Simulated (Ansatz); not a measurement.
Calculated with Ansatz (gas phase, PBE0-D4/def2-TZVP geometries, no zero-point term in ΔE). CCSD(T)/CBS is the MP2 limit (def2-TZVPP, def2-QZVPP) plus CCSD(T) − MP2 in def2-TZVPP, frozen cores. Functionals use def2-TZVPP. B3LYP here is the variant with VWN-RPA as its local correlation; programs differ in this. Each species was taken in one conformer, which may not be the lowest.

Reaction (isomerisation): `CC1=C(F)C1` → `C=C/C=C\F`

`CC1=C(F)C1`:

Z-matrix (Å, degrees):
```
C
C 1 1.466
H 1 1.091 2 111.2
H 1 1.094 2 110.7 3 -120.7
H 1 1.094 2 110.6 3 120.7
C 2 1.280 1 156.5 3 -0.1
C 2 1.550 1 142.3 3 179.9
F 6 1.313 2 148.6 1 -0.0
H 7 1.093 2 119.0 1 73.0
H 7 1.093 2 119.0 1 -73.1
```

`C=C/C=C\F`:

Cartesian coordinates in Å:
```
C 0.379 -0.775 -1.641
C 0.146 -0.629 -0.337
C -0.140 0.643 0.289
C -0.376 0.821 1.583
F -0.371 -0.192 2.456
H 0.590 -1.746 -2.072
H 0.366 0.074 -2.317
H 0.166 -1.499 0.313
H -0.168 1.533 -0.331
H -0.591 1.771 2.056
```

Question: Is it downhill or uphill in electronic energy at CCSD(T)/CBS, and by how much? (Estimate.)

Answer: The calculation gave: Downhill: ΔE = -151.5 kJ/mol.

Question: What do these levels give: B2PLYP, r2SCAN, B3LYP, CCSD(T)/def2-TZVPP, HF/def2-QZVPP, SCS-MP2/def2-QZVPP? (Estimate.)

Answer: The calculation gave: B2PLYP -151.8, r2SCAN -145.2, B3LYP -155.5, CCSD(T)/def2-TZVPP -150.5, HF/def2-QZVPP -168.0, SCS-MP2/def2-QZVPP -144.3 kJ/mol.

Largest T1 diagnostic among the species: 0.012.

In def2-TZVPP, CCSD(T) changes the Hartree–Fock value by +17.2 kJ/mol (the triples alone add −0.4 kJ/mol) and MP2 by +30.9 kJ/mol.
